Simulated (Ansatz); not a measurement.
Job for Ansatz (a quantum-chemistry and plane-wave program): R-HF/def2-TZVPP on SiH4 (SMILES [SiH4]), atoms moved off the minimum.

Ansatz 0.2 input:
```yaml
crystal:
  periodic: [false, false, false]
  atoms:
    - {symbol: Si, position_ang: [0.00051332, 0.08730290, -0.03995626]}
    - {symbol: H, position_ang: [-0.23695098, 1.12920174, -0.76128080]}
    - {symbol: H, position_ang: [-0.73927148, 0.23705127, 1.31396793]}
    - {symbol: H, position_ang: [1.65357498, -0.20654845, 0.31088538]}
    - {symbol: H, position_ang: [-0.43071166, -1.30232371, -0.59918229]}
basis:
  gaussian:
    orbitals: def2-TZVPP
hamiltonian:
  xc: {name: HF}
scf: {lower_state_search: off}
output: {forces: true}
```

It printed:

```
WARN ansatz: RAYON_NUM_THREADS=1 ignored (pool sized by the plan → 1); use --threads N
Functional definition: HF
these checks for a lower state are left out or cut short: stability, starts, cluster_reference, orbital_swaps, neighbouring_geometries, increment
integrals: 0.02 GiB planned
569 factors; their error is unknown
mean field: 0.13 GiB planned
mean field evaluation 1: about -7923.7508 eV, gradient 1.0e1 eV
mean field evaluation 2: about -7924.3475 eV, gradient 3.1e0 eV
mean field evaluation 4: about -7924.4166 eV, gradient 8.9e-2 eV
mean field evaluation 8: about -7924.5279 eV, gradient 2.1e-6 eV
mean field -7924.52794480 eV, -291.2210305335 hartree, gradient 2.1e-6 eV, S^2 0.000000; 0 other end points of the search recorded, 0 dependent functions left out
the calculation of the forces begins
reference -7924.52794480 eV, -291.2210305335 hartree; 9, 9 occupied and 89, 89 virtual orbitals, 569 factors
Total energy: -7924.52794480 eV, -291.2210305335 hartree
Atom 0 at     0.000513     0.087303    -0.039956 Å, force     2.645052    -6.388160     4.788980 eV/Å
Atom 1 at    -0.236951     1.129202    -0.761281 Å, force    -0.796395     4.115802    -3.216196 eV/Å
Atom 2 at    -0.739271     0.237051     1.313968 Å, force     0.630731    -0.019871    -1.057139 eV/Å
Atom 3 at     1.653575    -0.206548     0.310885 Å, force    -2.641961     0.847407    -0.651326 eV/Å
Atom 4 at    -0.430712    -1.302324    -0.599182 Å, force     0.162573     1.444822     0.135681 eV/Å
Dipole moment:    -0.083744     0.122678    -0.114663 e Å
Checks for a lower state left out: stability, starts, cluster_reference, orbital_swaps, neighbouring_geometries, increment
```

The calculation finished and met its thresholds.

Cost: about 0.19 core-seconds (a rough figure).
